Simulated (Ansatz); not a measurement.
Two isomers of C2H4O3: A = `COC(=O)O`, B = `O=COCO`.

Program: Ansatz. Geometries: PBE0-D4/def2-TZVP. ΔE: electronic, gas phase. CCSD(T)/CBS adds triple-zeta CCSD(T) − MP2 to the extrapolated MP2 energy (def2 sets, frozen cores). DFT in def2-TZVPP. B3LYP here is the variant with VWN-RPA as its local correlation; programs differ in this. Each species was taken in one conformer, which may not be the lowest.

Question: Which isomer does CCSD(T)/CBS put lower? Give the gap. (Best estimate.)

Answer: The calculation gave: A, by 11.5 kcal/mol.

Question: Give E(B) − E(A) in kcal/mol with ωB97M-V, BLYP-D4, B3LYP, MP2/def2-TZVPP, B3LYP-D4, B2PLYP, HF/def2-TZVPP. (Estimate.)

Answer: Computed: ωB97M-V 12.5, BLYP-D4 10.9, B3LYP 12.4, MP2/def2-TZVPP 12.0, B3LYP-D4 12.1, B2PLYP 12.0, HF/def2-TZVPP 14.7. None reverses the order clearly.

Question: Does the order hold for the free energy at 298.15 K (harmonic terms from PBE0-D4)? (Best estimate.)

Answer: Ansatz gave: Yes: G(B) − G(A) = +12.0 kcal/mol, for one conformer each.

Largest T1 diagnostic: 0.015.

At CCSD(T), def2-SVP lies +1.1 kcal/mol from the extrapolated value and def2-TZVPP −0.0 kcal/mol. From PBE to PBE0 (25 % exact exchange), in def2-TZVPP and without D4, E(B) − E(A) moves by +1.2 kcal/mol.
